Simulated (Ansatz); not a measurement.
MgMeCl (CH₃ClMg), 6 atoms. Hardware: 4 threads of Intel Xeon on a shared host.

Problem. How many basis functions does each of these Ansatz runs have, and roughly what does it cost? PBE-D4/def2-SVP, charge 0 singlet, energy, from earlier orbitals; r2SCAN-D4/def2-TZVP, charge 1 doublet at the geometry of the charge 0 singlet, energy, from earlier orbitals; PBE0-D4/def2-TZVP, charge 0 singlet, energy, from earlier orbitals; r2SCAN-D4/def2-TZVPD, charge 0 singlet, energy, from earlier orbitals; PBE-D4/def2-TZVP, charge 1 doublet at the geometry of the charge 0 singlet, energy, from earlier orbitals; PBE0-D4/def2-SVP, charge 0 singlet, energy, from earlier orbitals; B3LYP-D4/6-31G, charge 0 singlet, energy; PBE-D4/def2-TZVPD, charge -1 doublet at the geometry of the charge 0 singlet, energy, from earlier orbitals; r2SCAN-D4/def2-TZVP, charge 0 singlet, energy, from earlier orbitals; HF/def2-TZVP, charge 0 singlet, energy, from earlier orbitals; r2SCAN-D4/def2-TZVP, charge 0 singlet, relaxation, 3 steps; PBE-D4/def2-TZVPD, charge 0 singlet, energy, from earlier orbitals.

Solution. Other jobs shared the machine, so times can vary by a factor of up to 3. A dash marks memory too small to be measured apart from the calling script's.

```
                                                                                                         run  functions  fitting or Cholesky vectors  wall time  peak host memory (GiB)
                                            PBE-D4/def2-SVP, charge 0 singlet, energy, from earlier orbitals         65                          706     0.86 s                       –
                                                                    B3LYP-D4/6-31G, charge 0 singlet, energy         41                          496     0.96 s                       –
                                               HF/def2-TZVP, charge 0 singlet, energy, from earlier orbitals        118                         1031      1.1 s                       –
                                           PBE0-D4/def2-SVP, charge 0 singlet, energy, from earlier orbitals         65                          609      1.2 s                       –
                                          PBE-D4/def2-TZVPD, charge 0 singlet, energy, from earlier orbitals        145                          915      1.8 s                       –
                                          PBE0-D4/def2-TZVP, charge 0 singlet, energy, from earlier orbitals        118                          868      2.2 s                       –
                                        r2SCAN-D4/def2-TZVP, charge 0 singlet, energy, from earlier orbitals        118                          856      2.3 s                       –
                                       r2SCAN-D4/def2-TZVPD, charge 0 singlet, energy, from earlier orbitals        145                          915      2.9 s                       –
 PBE-D4/def2-TZVPD, charge -1 doublet at the geometry of the charge 0 singlet, energy, from earlier orbitals        145                          915      3.4 s                       –
                                                  r2SCAN-D4/def2-TZVP, charge 0 singlet, relaxation, 3 steps        118                          856        6 s                       –
   PBE-D4/def2-TZVP, charge 1 doublet at the geometry of the charge 0 singlet, energy, from earlier orbitals        118                          856        7 s                       –
r2SCAN-D4/def2-TZVP, charge 1 doublet at the geometry of the charge 0 singlet, energy, from earlier orbitals        118                          856       14 s                       –
```
